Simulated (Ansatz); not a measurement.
## The standard entropy of HNO (SMILES N=O) from a frequency calculation

A singlet with charge 0, relaxed at PBE0-D4/def2-TZVP (Ansatz 0.2.0):

```xyz
3

N    -0.2837    0.3128   -0.1172
O     0.7553    0.3972    0.4565
H    -0.4716   -0.7100   -0.3393
```

Harmonic wavenumbers in cm⁻¹: 1578, 1725, 2878.

Masses in u: N 14.007, O 15.999, H 1.008. Take T = 298.15 K, p = 1 bar, R = 8.3145 J/(mol K), kT/hc = 207.22 cm⁻¹, rigid rotor and harmonic oscillator.

Q: Work out S° at 298 K.

A: 
1. Translation (Sackur–Tetrode): S = R[3/2 ln M + 5/2 ln T − 1.1517] with M = 31.014 gives 151.7 J/(mol K).
2. Rotation: principal moments 0.901, 11.594, 12.494 u Å² give A, B, C = 18.7169, 1.454, 1.3492 cm⁻¹; the symmetry number is σ = 1; q = (√π/σ)√((kT/hc)³/ABC) = 873; S = R(ln q + 3/2) = 68.8.
3. Vibration: with u = ν̃/207.22, each mode gives R[u/(eᵘ − 1) − ln(1 − e⁻ᵘ)]; the sum is 0.1.
4. Electronic: R ln 1 = 0.0, from the spin multiplicity alone.
5. Sum: 151.7 + 68.8 + 0.1 + 0.0 = 220.6 J/(mol K).

No measured value is set beside it here.
